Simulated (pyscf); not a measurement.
PySCF, gas phase, ωB97X-D3(BJ)/def2-SVP geometries. MP2 and CC: frozen core, UHF for open shells. ΔMP2 is the change of the MP2 total energy from the triple- to the quadruple-zeta basis.

### Question
For methane (CH₄) + HO–GaH₂ -> H₃C–GaH₂ + water (H₂O), a four-centre exchange (singlet surface; C–H, Ga–O broken, C–Ga, H–O formed), PBE/def2-TZVP gives ΔE‡ = 28.5 kcal/mol and ΔE = +21.9 kcal/mol (zero: the separated reactants). In which direction and how far do r²SCAN/def2-TZVP, M06-2X/def2-TZVP, CCSD(T)/def2-TZVPP + ΔMP2(QZVPP) move these?

### Answer
r²SCAN: ΔE‡ = 28.8 kcal/mol, ΔE = +23.2 kcal/mol; M06-2X: ΔE‡ = 30.9 kcal/mol, ΔE = +23.5 kcal/mol; CCSD(T): ΔE‡ = 32.4 kcal/mol, ΔE = +20.3 kcal/mol. PBE's barrier matches one of them and lies within 3.8 kcal/mol of the others. Its reaction energy lies among theirs. On the product side the descent ends in an adduct with a Ga–O contact, 14.6 kcal/mol under the separated species and 24.9 kcal/mol under the saddle at ωB97X-D3(BJ)/def2-TZVP. What is counted as broken (Ga–O) persists as a longer contact in the product adduct; parting that adduct is a step of its own. One saddle was located; it need not be the lowest between these sides. The CCSD(T) − MP2 part came from Ansatz, without density fitting, on the same reference. The frozen core leaves the outer d or s,p core shells of the metals and heavy elements correlated in the MP2 and CC values, and def2-TZVPP describes them poorly, which can shift differences by a few kcal/mol. Elements up to Kr have no core potential and no relativistic terms here.
